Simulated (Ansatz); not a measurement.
# BH₂Cl+ (doublet): from Hartree-Fock to the top rungs, def2-TZVPP

The task here is to estimate one member of a computed series from the others.

Method: def2-TZVPP, core rule «outside noble gas», up to 6 orbitals frozen; program: Ansatz 0.2.0, Gaussian basis.

Plan: UHF; ROHF; CCSD(T) on UHF.

2 further runs of the same task are left out: 2 set aside as unsound or not needed.

**What is computed**

The geometry is a PBE0/def2-TZVP stationary point (not a proven minimum) of the parent state, kept for this charge and spin.

4 atoms, charge 1, spin multiplicity 2.

Atoms are counted from 1 here; the program's logs count them from 0.

Bond lengths: B1–Cl2 1.733 Å, B1–H3 1.190 Å, B1–H4 1.190 Å. Angles: Cl2–B1–H3 118.1°, Cl2–B1–H4 118.1°, H3–B1–H4 123.8°.

The first run:

Contents of in.yaml:

```yaml
crystal:
  periodic: [false, false, false]
  atoms:
    - {symbol: B, position_ang: [0.000000, 0.000000, 1.249289]}
    - {symbol: Cl, position_ang: [0.000000, 0.000000, -0.483890]}
    - {symbol: H, position_ang: [0.000000, 1.049651, 1.810265]}
    - {symbol: H, position_ang: [0.000000, -1.049651, 1.810265]}
basis:
  gaussian: {orbitals: def2-TZVPP}
total_charge: 1
magnetization: {spin_polarized: true, initial_magnetization: 1}
hamiltonian: {xc: hf}
output: {orbitals: {seedname: orbitals}}
```

Started as:

```sh
$ ansatz run in.yaml --threads 1 --pin off --events-out ev --progress --plain --max-ram 4096MiB --backend cpu
```

Steps of the session up to this table: UHF; ROHF; CCSD(T) on UHF.

One of the session's tables, all rows but one given; the rest of the session is left out.

It belongs to the step «Misses and costs». 

```
  method  from UCCSD(T) (kcal/mol)
    ROHF                   +197.33
     UHF                   +193.19
    UMP2                         ?
   UCCSD                     +7.51
UCCSD(T)                         0
```

Estimate the missing values for UMP2.

As computed: from UCCSD(T) (kcal/mol): +32.72. In the column «from UCCSD(T) (kcal/mol)» it lies between UCCSD (+7.51) and UHF (+193.19).
